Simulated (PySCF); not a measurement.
# Proton affinity of acetylene, site by site

Molecule: `C#C` (C2H2). Non-hydrogen atoms are numbered in `[CH:1]#[CH:2]`.

These are calculated values, ωB97X-D3(BJ)/def2-TZVP in PySCF (grid level 2) at geometries from PBE0-D3(BJ)/def2-SVP. ωB97X-D3(BJ) is ωB97X-V with D3(BJ) in place of VV10. Thermal corrections: PBE0-D3(BJ)/def2-SVP frequencies, unscaled, ideal gas at 298.15 K and 1 bar, quasi-RRHO entropy.

```csv
site,product,PA / kJ/mol,GB / kJ/mol
C1 (alkyne carbon),[CH+]=C,655,632
```

PA is −ΔH and GB is −ΔG of B + H⁺ → BH⁺ in the gas phase.

In THF the product from C1 is solvated 249 kJ/mol more strongly than the parent (electrostatics only).

Against the Active Thermochemical Tables (version 1.112): C1 643 (computed 655, error 13) kJ/mol.

Measured values (NIST Chemistry WebBook, evaluated or the median of agreeing entries): proton affinity (−ΔH) 641 kJ/mol (computed 655, difference 14); gas-phase basicity (−ΔG) 617 kJ/mol (computed 632, difference 15).

Note: protonation at a multiple bond is drawn as the open cation; a hydrogen-bridged form may lie lower, and the ion may have rearranged by a hydride shift.

Run with `OMP_NUM_THREADS=1 python redox_run.py task.json out` on 1 thread of AMD EPYC 9R45 96-Core, a shared host. Structures, frequencies and single points: 8.3 s of wall time.

Differences come from unrounded values, so a last digit can differ from that of the printed terms.
